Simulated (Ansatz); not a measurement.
Isolated molecules relaxed with PBE0-D4/def2-TZVP in Ansatz; ΔE leaves out vibrations. CCSD(T)/CBS is the MP2 limit (def2-TZVPP, def2-QZVPP) plus CCSD(T) − MP2 in def2-TZVPP, frozen cores. This one scheme is used for every species. DFT in def2-TZVPP. B3LYP here is the variant with VWN-RPA as its local correlation; programs differ in this. One conformer a species, not always the lowest.

Reaction (formal exchange of groups at a C–F bond): `OCC(O)(F)F` + CH₄ → `CC(O)(F)CO` + H–F

| level | ΔE (kJ/mol) | difference from CCSD(T)/CBS |
| --- | --- | --- |
| r2SCAN-D4 | 15.2 | 21.6 |
| PBE0-D4 | 7.1 | 13.5 |
| B3LYP-D4 | 10.1 | 16.5 |
| ωB97X-V | 10.9 | 17.3 |
| ωB97M-V | 9.2 | 15.6 |
| B2PLYP | 9.7 | 16.1 |
| PBE | 13.2 | 19.6 |
| r2SCAN | 16.6 | 23.0 |
| HF/def2-TZVPP | 26.5 | 32.9 |
| MP2/def2-TZVPP | -6.8 | -0.4 |
| CCSD/def2-TZVPP | 2.3 | 8.7 |
| CCSD(T)/def2-TZVPP | 0.5 | 6.9 |
| SCS-MP2/def2-QZVPP | -4.8 | 1.6 |
| HF/CBS(def2) | 25.7 | 32.1 |
| MP2/CBS(def2) | -13.6 | -7.2 |
| CCSD/CBS(def2) | -4.5 | 1.9 |
| CCSD(T)/CBS | -6.4 | 0 |

Largest T1 diagnostic among the species: 0.011.

The D4 term adds −7.3 kJ/mol with B3LYP and −4.1 kJ/mol with PBE0; it sums over pairs of atoms, weighted by their polarisabilities, and B3LYP, whose exchange is more repulsive, gets the larger term. In def2-TZVPP, CCSD(T) changes the Hartree–Fock value by −26.0 kJ/mol (the triples alone add −1.9 kJ/mol) and MP2 by −33.3 kJ/mol.
